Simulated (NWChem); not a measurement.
# methylamine (CH5N); SMILES CN

```xyz
7

C     -0.0077     0.6900     0.0000
N     -0.0967    -0.7537     0.0000
H     -0.5281     1.0968    -0.8817
H     -0.5281     1.0968     0.8817
H      1.0167     1.1197     0.0000
H      0.3764    -1.1414    -0.8133
H      0.3764    -1.1414     0.8133
```
Atoms are numbered in this order, from 1.

Program: NWChem. Geometry: optimised at PBE0/def2-SVP. Solvent water, SMD (1 M gas to 1 M solution), gas-phase geometry.

**Question.** Taking B3LYP/aug-cc-pVTZ as the yardstick, which of these has the fewest basis functions while keeping “dipole in solution (D)” within 0.1 D of it: B3LYP/aug-cc-pVDZ; B3LYP/cc-pVTZ; B3LYP/cc-pVDZ?

**Answer.** B3LYP/aug-cc-pVDZ (a larger set in the list lies outside the tolerance).
```tsv
level	basis functions	dipole in solution (D)
B3LYP/cc-pVDZ	53	1.48
B3LYP/aug-cc-pVDZ	91	1.81
B3LYP/cc-pVTZ	130	1.63
B3LYP/aug-cc-pVTZ	207	1.80
```

The yardstick is one finite set, not the basis-set limit.
